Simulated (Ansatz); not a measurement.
Silicon tetrafluoride. Charge 0, multiplicity 1.

```
atom   x (Å)   y (Å)   z (Å)
  F1  -0.919  -1.199   0.396
 Si2   0.000   0.000   0.000
  F3   1.483  -0.485  -0.076
  F4  -0.125   1.129   1.072
  F5  -0.439   0.555  -1.392
```

(1) List the harmonic frequencies (cm⁻¹, unscaled) at PBE0-D4/def2-TZVP in Ansatz. (Best estimate.)

(2) Is this a minimum?

(3) Give the ideal-gas thermochemistry at 298.15 K and 1 bar (rigid rotor, harmonic oscillator; point group Td, symmetry number 12).

Results:

(1) The calculation gave: 258, 258, 381, 381, 381, 796, 1033, 1033, 1034.

(2) Yes, all 9 modes are real.

(3) Zero-point energy 33.2 kJ/mol; H(298) − E = 48.7 kJ/mol; entropy 283.6 J/(mol·K), of which translation 166.8, rotation 87.9, vibration 28.9; G(298) − E = -35.9 kJ/mol.
